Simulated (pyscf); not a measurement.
[H₃C–Mg]• + CH₄ -> H₃C–Mg–CH₃ + H•, a substitution at C (doublet surface; C–H broken, C–Mg formed). Single points on ωB97X-D3(BJ)/def2-SVP structures (PySCF, gas phase). Energies in kcal/mol from the separated reactants.

Small-basis levels: PySCF, no dispersion term, spherical d functions. AM1 to PM7: differences of heats of formation from MOPAC. GFN2-xTB: tblite. Open shells are spin-unrestricted. 

```tsv
level	barrier	reaction energy
HF/STO-3G	[?]	+10.9
B3LYP/STO-3G	43.7	+16.4
B3LYP/LANL2DZ	58.4	+49.2
B3LYP/6-31G*	[?]	+51.6
B3LYP/6-311+G**	55.7	+49.4
GFN2-xTB	46.8	+49.0
PM7	35.4	+20.4
ωB97M-D3(BJ)/def2-TZVP	[?]	+44.7
```

Fill in the missing entries.


- HF/STO-3G, barrier: 62.5
- B3LYP/6-31G*, barrier: 58.1
- ωB97M-D3(BJ)/def2-TZVP, barrier: 56.7

Against the last row the barrier runs from -21.2 (PM7) to +5.8 kcal/mol (HF/STO-3G). At GFN2-xTB this geometry lies under one side, so the entry may be no barrier of that level: it is a single point on another level's saddle. ωB97M-D3(BJ)/def2-TZVP has limits of its own. One saddle was located; it need not be the lowest between these sides. The angle at the attacked C is 180°.
